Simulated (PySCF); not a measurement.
A made-up structure of MgBH₃O, closed shell:

```
atom    x (Å)    y (Å)    z (Å)
  B1   0.4534  -0.2038   0.3587
 Mg2  -1.2207   0.5136  -0.9910
  O3   1.7579  -0.7611   1.4098
  H4  -2.3646  -0.5451  -1.7181
  H5  -1.4682   2.1688  -1.3878
  H6   2.4517  -1.0668   1.9768
```

It is relaxed with PBE-D4/def2-SVP and then PBE0-D4/def2-TZVP (PySCF 2.14 with density fitting (its default auxiliary sets; JK sets also for MP2 and CCSD(T))). Atoms count as bonded within 1.22 times the sum of their covalent radii (H–H: 0.88 Å). The end point is not checked to be a true minimum.

Does its bonding change? (A judgement: the text doesn't fix the answer.)

The calculation gives: Yes. Formed: B1–H4; broken: Mg2–H4.

Where it ends: The first stage lowers the energy by 3.34 eV in 10 steps. It ends as MgBH₃O ([OH][BH][MgH]):
```csv
atom,x (Å),y (Å),z (Å)
B1,0.1883,-0.5685,-0.0437
Mg2,-1.2444,1.1399,-0.6220
O3,1.1114,-0.3283,0.9293
H4,0.2069,-1.6846,-0.5262
H5,-2.3241,2.3999,-1.0729
H6,1.6751,-1.0858,1.1206
```

Labels in which every atom is bracketed show which atoms are joined, not bond orders.

For scale, one of the runs: PBE0-D4/def2-TZVP relaxation, 112 basis functions, launched by `OMP_NUM_THREADS=2 python run.py`. Hardware: 2 CPU threads of an Arm Neoverse V2, shared host. Wall time 6.1 min; peak host memory 1.1 GiB.
